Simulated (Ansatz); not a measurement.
in.yaml

```yaml
crystal:
  periodic: [false, false, false]
  atoms:
    - {symbol: Al, position_ang: [0.042298, -0.119616, 1.254150]}
    - {symbol: P, position_ang: [-0.090450, 0.068392, -1.079457]}
    - {symbol: H, position_ang: [-0.052697, 1.261982, 2.066825]}
    - {symbol: H, position_ang: [1.035122, 0.939745, -1.114035]}
    - {symbol: H, position_ang: [0.664801, -1.101382, -1.353659]}
basis:
  gaussian: {orbitals: cc-pVDZ}
total_charge: 1
magnetization: {spin_polarized: false}
correlation: {method: ccsd_t, electrons: outside_noble_gas}
output: {forces: true}
```

```sh
$ ansatz run in.yaml --threads 1 --pin off --events-out ev --progress --plain --max-ram 2393MiB
```

Log:

```
503 factors; integrals over basis functions are off by at most 1.2e-3 eV
mean field evaluation 1: about -15892.3328 eV, gradient 1.9e1 eV
mean field evaluation 2: about -15892.3361 eV, gradient 1.9e1 eV
mean field evaluation 4: about -15894.1783 eV, gradient 1.8e0 eV
mean field evaluation 8: about -15894.2135 eV, gradient 8.6e-4 eV
mean field evaluation 16: about -15894.2107 eV, gradient 1.7e-1 eV
mean field -15894.21350566 eV, -584.1015728483 hartree, gradient 1.1e-6 eV, S^2 0.000000; 0 other end points of the search recorded, 0 dependent functions left out; unrestricted orbitals would lower it
10 core orbitals not correlated: weight in the atoms' cores, before any rotation towards them, 1.000 or more for the frozen orbitals, at most 0.000 for the correlated occupied ones
reference -15894.21350566 eV, -584.1015728483 hartree; 5, 5 occupied and 36, 36 virtual orbitals, 503 factors
second order -4.69311037 eV of doubles, -0.00000000 eV of singles
cycle   1  -5.37059776 eV  change   -6.8e-1 eV  update   7.7e-2
cycle   2  -5.64443671 eV  change   -2.7e-1 eV  update   3.1e-2
cycle   3  -5.68753613 eV  change   -4.3e-2 eV  update   1.5e-2
cycle   4  -5.68726311 eV  change    2.7e-4 eV  update   6.8e-3
cycle   5  -5.68573773 eV  change    1.5e-3 eV  update   3.1e-3
cycle   6  -5.68567564 eV  change    6.2e-5 eV  update   1.4e-3
cycle   7  -5.68584963 eV  change   -1.7e-4 eV  update   6.2e-4
cycle   8  -5.68604694 eV  change   -2.0e-4 eV  update   2.4e-4
cycle   9  -5.68601800 eV  change    2.9e-5 eV  update   1.0e-4
cycle  10  -5.68600162 eV  change    1.6e-5 eV  update   4.2e-5
cycle  11  -5.68600918 eV  change   -7.6e-6 eV  update   1.9e-5
cycle  12  -5.68600712 eV  change    2.1e-6 eV  update   8.3e-6
cycle  13  -5.68600818 eV  change   -1.1e-6 eV  update   3.3e-6
perturbative correction -0.19102377 eV, -0.0070199941 hartree
the calculation of the forces begins
Total energy: -15900.09053761 eV, -584.3175497888 hartree
Atom 0 at     0.042298    -0.119616     1.254150 Å, force     0.072615     1.534132    -0.409972 eV/Å
Atom 1 at    -0.090450     0.068392    -1.079457 Å, force    -0.305496    -0.759082    -0.150275 eV/Å
Atom 2 at    -0.052697     1.261982     2.066825 Å, force    -0.032271    -0.688232     0.596445 eV/Å
Atom 3 at     1.035122     0.939745    -1.114035 Å, force     0.258019     0.140988     0.314016 eV/Å
Atom 4 at     0.664801    -1.101382    -1.353659 Å, force     0.007132    -0.227805    -0.350214 eV/Å
Dipole moment:     0.137109    -0.388994     0.759090 e Å
```

Forces (eV/Å):
```
Al   0.073  1.534 -0.410
P   -0.305 -0.759 -0.150
H   -0.032 -0.688  0.596
H    0.258  0.141  0.314
H    0.007 -0.228 -0.350
```

Ran on 1 thread of Arm Neoverse V1, shared host: 1.4 s wall, 0.11 GiB peak host memory.
